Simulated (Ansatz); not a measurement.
## CsAuBr₃: computed properties

Level of theory: DFT r2SCAN, scalar-relativistic, plane waves, PAW (Ansatz 0.2.0).

Plane waves to 500 eV, a k mesh through Γ of 6×6×6 on the computed 10-atom cell and Gaussian smearing (0.02 eV); no spin polarisation.

The structure is relaxed at this level of theory with its symmetry kept.

Symmetry: I4/mmm, No. 139, tetragonal system. The conventional cell has a = 7.797 Å, b = 7.797 Å, c = 11.479 Å, α = 90.00°, β = 90.00°, γ = 90.00°. Around Cs (site symmetry -4m2) lie 12 Br at 3.92 to 3.99 Å. Au (site symmetry 4/mmm) has 4 Br at 2.49 Å as nearest neighbours. Around Au (site symmetry 4/mmm) lie 2 Br at 2.44 Å. Around Br (site symmetry m2m) lie 1 Au at 2.49 Å. Around Br (site symmetry 4mm) lie 1 Au at 2.44 Å.

```json
{
  "Volume per atom": "235.5 bohr³",
  "Formation energy from the elements' standard states (Br, Hg as crystals; uncorrected)": "-1.045 eV/atom",
  "Generalised Kohn–Sham band gap": "0.66 eV, indirect from (0.208, -0.211, 0.211) to (0.247, -0.247, 0.247) (the valley at (-0.235, 0.235, 0.235) lies within 0.03 eV, so the order isn't resolved)",
  "Löwdin character of the top 1 eV of the valence band": "Br 4p 72 %, Au 5d 23 %",
  "Löwdin character of the lowest 1 eV of the conduction band": "Br 4p 64 %, Au 5d 32 %",
  "Electron masses at the edge by Cartesian direction of the standard setting (m_e; degenerate bands sorted by energy; no spin-orbit coupling)": "x: 0.091; y: 0.24; z: 23",
  "Hole masses at the edge by Cartesian direction of the standard setting (m_e; degenerate bands sorted by energy; no spin-orbit coupling)": "x: 0.086; y: 0.34; z: 1.4",
  "Bader charges (e)": "Cs (2 in the cell) 0.88, Au (1 in the cell) 0.46, Au (1 in the cell) 0.30, Br (4 in the cell) -0.39, Br (2 in the cell) -0.48"
}
```

Spin-orbit coupling is left out, which matters for the bands of heavy elements.

Cost: 3 runs of about 16 core-minutes in all, on Arm Neoverse V1 (shared hosts).